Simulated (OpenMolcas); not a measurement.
## BCl (SMILES [B]Cl): the vertical ionisation energy, rung by rung

The species is BCl (2 atoms), meant as a singlet with charge 0. SMILES: `[B]Cl`. The coordinates come from a PBE0-D4/def2-TZVP relaxation.

```xyz
2

B     0.0000    0.0000   -0.0697
Cl    0.0000    0.0000    1.6482
```

Quantity: the vertical ionisation energy (to the doublet cation), in eV. The values are calculated.

```csv
level,kind,program,value (eV),less CCSD(T)/def2-TZVPPD,CPU time (all runs)
HF/def2-TZVPPD,Hartree–Fock,OpenMolcas,9.00,-1.11,9 s
SVWN5/def2-TZVPPD,LDA,OpenMolcas,10.02,-0.09,19 s
BLYP/def2-TZVPPD,GGA,OpenMolcas,9.84,-0.27,26 s
M06-L/def2-TZVPPD,meta-GGA,OpenMolcas,9.75,-0.36,59 s
r2SCAN/def2-TZVPPD,meta-GGA,OpenMolcas,9.75,-0.36,42 s
B3LYP/def2-TZVPPD,global hybrid,OpenMolcas,10.06,-0.05,29 s
M06-2X/def2-TZVPPD,hybrid meta-GGA,OpenMolcas,10.01,-0.10,44 s
"CCSD(T)/def2-TZVPPD, open shells restricted",coupled cluster or CI,OpenMolcas,10.11,0.00,29 s
"FCI/STO-3G, open shells restricted",exact in the basis,OpenMolcas,7.47,-2.64,4.1 s
```

CCSD(T)/def2-TZVPPD, open shells restricted is the highest level here, not the true value. The values span 7.47 to 10.11 eV. High-level rows in very small sets aren't better than simpler rows in larger ones. CPU times are rough (shared hosts, several kinds of processor): they show what a rung costs within a factor of a few.
